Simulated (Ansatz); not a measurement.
Gas-phase electronic energies from Ansatz, PBE0-D4/def2-TZVP geometries. CCSD(T)/CBS is the MP2 limit (def2-TZVPP, def2-QZVPP) plus CCSD(T) − MP2 in def2-TZVPP, frozen cores. This one scheme is used for every species. Double bonds are as drawn, so ΔE can hold a change between cis and trans. DFT in def2-TZVPP. B3LYP here is the variant with VWN-RPA as its local correlation; programs differ in this. Each species was taken in one conformer, which may not be the lowest.

Consider the substitution at a C–C bond: `CC/C(F)=C\F` + CH₃OH → `CO/C(F)=C/F` + `CC`.

| level | ΔE (kJ/mol) | difference from CCSD(T)/CBS |
| --- | --- | --- |
| PBE-D4 | 17.6 | -11.2 |
| r2SCAN-D4 | 16.5 | -12.3 |
| PBE0-D4 | 20.8 | -8.0 |
| B3LYP-D4 | 18.5 | -10.3 |
| ωB97X-V | 20.3 | -8.5 |
| ωB97M-V | 22.3 | -6.5 |
| B2PLYP | 20.4 | -8.4 |
| PBE | 16.3 | -12.5 |
| r2SCAN | 16.1 | -12.7 |
| PBE0 | 19.6 | -9.2 |
| B3LYP | 16.5 | -12.3 |
| HF/def2-TZVPP | 17.7 | -11.1 |
| MP2/def2-TZVPP | 28.2 | -0.6 |
| SCS-MP2/def2-TZVPP | 26.0 | -2.8 |
| CCSD/def2-TZVPP | 25.5 | -3.3 |
| CCSD(T)/def2-TZVPP | 25.0 | -3.8 |
| HF/def2-QZVPP | 17.6 | -11.2 |
| MP2/def2-QZVPP | 30.4 | 1.6 |
| SCS-MP2/def2-QZVPP | 28.2 | -0.6 |
| HF/CBS(def2) | 17.6 | -11.2 |
| MP2/CBS(def2) | 32.1 | 3.3 |
| CCSD/CBS(def2) | 29.4 | 0.6 |
| CCSD(T)/CBS | 28.8 | 0 |

Largest T1 diagnostic among the species: 0.012.

From PBE to PBE0 (25 % exact exchange), in def2-TZVPP and without D4, ΔE moves by +3.3 kJ/mol. In def2-TZVPP, CCSD(T) changes the Hartree–Fock value by +7.2 kJ/mol (the triples alone add −0.6 kJ/mol) and MP2 by +10.5 kJ/mol.
